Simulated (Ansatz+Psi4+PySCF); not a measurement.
Two shapes of doublet O3(+).

Shape 1:

```xyz
3

O     0.0000    0.0000    0.0000
O     0.0000    1.1328    0.5043
O     0.0000   -1.1328    0.5043
```

Shape 2:

```xyz
3

O     0.0000    0.0000    0.0000
O     0.0000    1.1913    0.5304
O     0.0000   -1.0743    0.4783
```

Basis set: cc-pVTZ (spherical functions). Frozen core: 3 orbitals. Correlation on ROHF uses semicanonical orbitals with singles. Charge 1, multiplicity 2.

Computed with Ansatz (development build ahead of 0.2.0); each method stands on the lowest determinant of its kind that the runs found.

Q: Which shape is lower in energy, and by how much in each method?

A:

```tsv
method	E(2) − E(1) (eV)
ROHF	-0.410
UHF	-0.144
ROHF-CCSD	-0.008
UHF-CCSD	0.137
UHF-CCSD(T)	0.196
```

The methods disagree on the order. Caution: the determinant breaks the point group. Caution for ROHF, ROHF-CCSD: an unrestricted determinant lies well below. Caution for UHF, UHF-CCSD, UHF-CCSD(T): the unrestricted determinant is a mixture of spin states. Caution for ROHF-CCSD, UHF-CCSD, UHF-CCSD(T): large amplitudes, a single reference is doubtful. Caution for UHF-CCSD, UHF-CCSD(T): a plain start can end on a higher determinant. Caution for UHF-CCSD(T): another reference gives a lower total.
